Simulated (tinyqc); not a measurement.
Born-Oppenheimer dynamics on the PBE/sto-3g surface (energies and gradients from PySCF), for CH3+, spin multiplicity 1, step by step. Computed by tinyqc, a small Python program that keeps every step (integrals from PySCF). Settings: charge = 1, multiplicity = 1, basis = sto-3g, functional = pbe,pbe, time step (fs) = 1.0, steps = 16. Command: `OMP_NUM_THREADS=1 python tinyqc.py 25778 25779 out.jsonl` (the two numbers bound the seeds that draw the settings). One thread of a shared host (Intel(R) Xeon(R) Processor @ 2.60GHz), about 9 s of CPU time with the checks.

## Velocity Verlet step 1

positions (bohr):
```
,x,y,z
1C,0.066140,0.043464,0.060471
2H,1.880277,0.018897,0.062361
3H,-1.060136,1.738548,0.018897
4H,-0.935414,-1.727210,-0.009449
```

velocities (bohr per atomic time unit):
```
,x,y,z
1C,0.000037164,0.000011874,-0.000010800
2H,-0.000214836,-0.000032126,0.000111200
3H,-0.000223836,0.000014874,0.000033200
4H,-0.000003836,-0.000124126,-0.000015800
```

gradient (hartree/bohr):
```
,x,y,z
1C,0.15785795,0.00249408,0.00429125
2H,-0.20893141,-0.00261644,-0.00273750
3H,0.02493405,-0.04795781,-0.00120907
4H,0.02613996,0.04807965,-0.00034428
```

masses (electron masses): 1C 21874.661832, 2H 1837.152588, 3H 1837.152588, 4H 1837.152588

gradient after step 1 (hartree/bohr):
```
,x,y,z
1C,0.09597597,0.00412315,0.00457435
2H,-0.13306006,-0.00354570,-0.00272507
3H,0.01766267,-0.03691738,-0.00128510
4H,0.01942241,0.03633899,-0.00056374
```

dt = 1 fs = 41.3414 atomic units; x' = x + v dt - g dt^2 / (2m); after the new gradient g', v' = v - (g + g') dt / (2m).

positions after step 1 (bohr):
```
,x,y,z
1C,0.061510,0.043857,0.059857
2H,1.968581,0.018786,0.068231
3H,-1.080988,1.761471,0.020832
4H,-0.947732,-1.754706,-0.009942
```

velocities after step 1 (bohr per atomic time unit):
```
,x,y,z
1C,-0.000202699,0.000005621,-0.000019178
2H,0.003633074,0.000037207,0.000172662
3H,-0.000703112,0.000969845,0.000061263
4H,-0.000516480,-0.001073961,-0.000005584
```

## Velocity Verlet step 2

gradient after step 2 (hartree/bohr):
```
,x,y,z
1C,0.00137389,0.00617866,0.00416364
2H,-0.01183330,-0.00428628,-0.00166963
3H,0.00387727,-0.01493227,-0.00141025
4H,0.00658113,0.01304085,-0.00108338
```

As before.

positions after step 2 (bohr):
```
,x,y,z
1C,0.049381,0.043928,0.058886
2H,2.180670,0.021974,0.076637
3H,-1.118272,1.818738,0.023963
4H,-0.978118,-1.816008,-0.009910
```

velocities after step 2 (bohr per atomic time unit):
```
,x,y,z
1C,-0.000294691,-0.000004114,-0.000027435
2H,0.005263339,0.000125328,0.000222108
3H,-0.000945468,0.001553231,0.000091589
4H,-0.000809058,-0.001629557,0.000012949
```

## Energy conservation

The total energy should stay constant up to terms of order dt^2; the step counts as short enough if it moves by less than 2 % of the largest kinetic energy.

Trajectory:
```
time (fs),1C-2H (angstrom),potential (hartree),kinetic (hartree),total (hartree)
0.000000,0.960089,-38.91071593,0.00013426,-38.91058167
1.000000,1.009275,-38.92912987,0.01523302,-38.91389685
2.000000,1.127929,-38.94752283,0.03255066,-38.91497217
3.000000,1.252481,-38.94167341,0.02799566,-38.91367775
4.000000,1.347700,-38.92602121,0.01327510,-38.91274611
5.000000,1.399439,-38.91454990,0.00219460,-38.91235529
6.000000,1.403056,-38.91367224,0.00134442,-38.91232782
7.000000,1.358272,-38.92384783,0.01119673,-38.91265111
8.000000,1.268875,-38.93972236,0.02622746,-38.91349489
9.000000,1.147068,-38.94837966,0.03355197,-38.91482768
10.000000,1.024157,-38.93364598,0.01924227,-38.91440371
11.000000,0.960609,-38.91129843,0.00065581,-38.91064262
12.000000,1.006117,-38.92676299,0.01313953,-38.91362345
13.000000,1.123026,-38.94610971,0.03117772,-38.91493199
14.000000,1.247132,-38.94240155,0.02861160,-38.91378995
15.000000,1.342329,-38.92760047,0.01474232,-38.91285815
16.000000,1.394135,-38.91546881,0.00306442,-38.91240439
```

The total energy moves within 4.4e-03 hartree; that is over 2 % of the largest kinetic energy, so the time step is too long.
